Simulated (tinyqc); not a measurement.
Pariser-Parr-Pople SCF with singles CI, for the molecule C=CC1=CC1=C (SMILES; centres numbered as the heavy atoms are written), step by step. One step of it, computed by the program tinyqc.

Problem. Singles CI, singlets. Over the 4 single excitations with the smallest orbital gaps: A = (e_a - e_i) delta + 2 (ia|jb) - (ij|ab), with (pq|rs) = sum c_mp c_mq gamma_mn c_nr c_ns. f = 2/3 w |mu|^2 in atomic units, mu = sqrt2 sum c_ia sum_m c_mi c_ma R_m.

orbital energies (eV): [-14.353581, -10.973172, -8.111645, -2.246727, 0.286253, 1.084640]

coefficients, order 1C, 2C, 3C, 4C, 5C, 6C:
$$\begin{pmatrix}
0.157538 & 0.606698 & 0.297058 & 0.586003 & -0.309231 & -0.282545 \\
0.313330 & 0.637456 & 0.079178 & -0.354804 & 0.411860 & 0.440103 \\
0.578357 & 0.056698 & -0.344498 & -0.443706 & -0.306486 & -0.502794 \\
0.495740 & -0.215524 & -0.395495 & 0.559879 & 0.487071 & 0.025935 \\
0.504967 & -0.337288 & 0.353281 & 0.049986 & -0.462478 & 0.538565 \\
0.204351 & -0.249276 & 0.711045 & -0.133704 & 0.435534 & -0.427727
\end{pmatrix}$$

repulsion gamma_rs (eV), order 1C, 2C, 3C, 4C, 5C, 6C:
$$\begin{pmatrix}
11.130000 & 5.346321 & 3.872848 & 2.813192 & 3.099634 & 2.683323 \\
5.346321 & 11.130000 & 5.346553 & 3.601365 & 3.601403 & 2.813419 \\
3.872848 & 5.346553 & 11.130000 & 5.344523 & 5.344529 & 3.601191 \\
2.813192 & 3.601365 & 5.344523 & 11.130000 & 5.344575 & 3.600818 \\
3.099634 & 3.601403 & 5.344529 & 5.344575 & 11.130000 & 5.345649 \\
2.683323 & 2.813419 & 3.601191 & 3.600818 & 5.345649 & 11.130000
\end{pmatrix}$$

Centres (angstrom, eV; a flat drawing with bonds scaled to 1.40 angstrom):
```
centre          x          y  core charge z          W   gamma_rr
1C       2.177000  -0.868000              1  11.160000  11.130000
2C       1.576000   0.396000              1  11.160000  11.130000
3C       0.181000   0.508000              1  11.160000  11.130000
4C      -0.972000   1.303000              1  11.160000  11.130000
5C      -1.084000  -0.093000              1  11.160000  11.130000
6C      -1.878000  -1.246000              1  11.160000  11.130000
```

Give: singlet CI matrix; singlet excitation energies; oscillator strengths.

Solution.

singlet CI matrix (eV), order 3>4, 3>5, 2>4, 3>6:
$$\begin{pmatrix}
2.9823 & -0.2578 & 0.5056 & -0.1296 \\
-0.2578 & 5.3623 & 0.2512 & -0.3186 \\
0.5056 & 0.2512 & 5.7709 & -0.4036 \\
-0.1296 & -0.3186 & -0.4036 & 6.1443
\end{pmatrix}$$

singlet excitation energies (eV): [2.8553, 5.2803, 5.5600, 6.5643]

oscillator strengths: [0.1972, 0.1923, 0.4807, 0.9359]
